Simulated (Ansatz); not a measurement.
BiOCl (P4/nmm, No. 129) was calculated with dielectric-dependent PBEsol hybrid (PAW; Ansatz, a quantum-chemistry and plane-wave program).

Numerical settings: plane-wave cutoff 460 eV, 6×6×4 k mesh (along the axes of the cell as run), Fermi–Dirac smearing 0.01 eV, scalar-relativistic PAW data made under PBE.

Cell (measured lattice):

```
CELL_PARAMETERS angstrom
      3.88551     0.00000     0.00000
      0.00000     3.88551     0.00000
      0.00000     0.00000     7.34890
ATOMIC_POSITIONS crystal
  Bi 0.50000 0.00000 0.32904
  Bi 0.00000 0.50000 0.67096
  Cl 0.00000 0.50000 0.14720
  Cl 0.50000 0.00000 0.85280
  O  0.00000 0.00000 0.50000
  O  0.50000 0.50000 0.50000
```

Estimate the band gap, smallest direct gap on the k points sampled and Γ–Γ gap that the calculation returns.


band gap: 3.57 eV
smallest direct gap on the k points sampled: 4.05 eV
Γ–Γ gap: 4.96 eV

Note: cell and atoms aren't relaxed at this level (largest force component 0.24 eV/Å, pressure -1.9 GPa).

Spin–orbit coupling is not included; with these elements it can move the gap by several tenths of an eV or more.

The computed numbers hold no vibrational or temperature effects.

The result took around 6 core-minutes (rough).
